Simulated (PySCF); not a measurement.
Isomerisation enthalpies of C5H11Cl

**What was measured.**

CRC Handbook of Chemistry and Physics lists, for the gas at 298.15 K: enthalpy of formation of `CCC(C)(C)Cl` (2-chloro-2-methylbutane) -202.2 kJ/mol; enthalpy of formation of `CC(C)CCCl` (1-chloro-3-methylbutane) -179.7 kJ/mol; enthalpy of formation of `CCCCCCl` (1-chloropentane) -174.9 kJ/mol.

The runs below try to reproduce these values; the comparison stands at the end.

Differences of these values give the isomerisation enthalpies. Geometries: PBE0-D3(BJ)/def2-SVP; runs in PySCF, gas phase, with a dispersion term only where the level names one. Total electronic energies (Eh):

```tsv
SMILES	PBE0-D3(BJ)/def2-SVP
CCC(C)(C)Cl	-656.70407
CC(C)CCCl	-656.69727
CCCCCCl	-656.69581
```

Zero-point and thermal terms are left out, so the computed numbers are electronic energies.

## Comparison

Relative to `CCC(C)(C)Cl`, the lowest by measurement, in kJ/mol (measured: enthalpies at 298.15 K; computed: electronic energies):

| SMILES | measured | PBE0-D3(BJ)/def2-SVP |
| --- | --- | --- |
| CCC(C)(C)Cl | 0.0 | 0.0 |
| CC(C)CCCl | 22.5 | 17.9 |
| CCCCCCl | 27.3 | 21.7 |

Measured values: -202.2 kJ/mol (298.15 K; CRC Handbook of Chemistry and Physics) for the first row; the others come from the same table. Mean unsigned miss over the other isomers: PBE0-D3(BJ)/def2-SVP 5.1 kJ/mol. One conformer stands for `CCC(C)(C)Cl`, `CC(C)CCCl` and `CCCCCCl`, not necessarily the lowest, while the measurement averages over conformers. Where a level misses, the cause wasn't examined.

The values belong to the conformer `[CH3:1][CH2:2][C:3]([CH3:4])([CH3:5])[Cl:6]`: C1–C2–C3–C4 55°.
